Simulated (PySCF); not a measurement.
Dissociation curve of SMILES CCl (CH3Cl). The C1–Cl5 bond (C1 also carries H, H, H; Cl5 carries nothing else) is stretched with both fragments frozen at the PBE0/def2-TZVP optimised geometry.

Calculation: PySCF with CCSD(T) on UHF/cc-pVDZ, 6 core orbitals frozen.

Q: Relative to R = 1.77 Å, what are the energies at R = 2.18, 3.53, 3.91, 6.26 Å?

A: 20.2 kcal/mol at 2.18 Å, 81.8 kcal/mol at 3.53 Å, 82.9 kcal/mol at 3.91 Å, 83.8 kcal/mol at 6.26 Å.

The unrestricted determinant behind UCCSD(T) is spin-contaminated at 2.41 to 6.26 Å (<S²> up to 1.0, against 0.00 for a pure singlet).
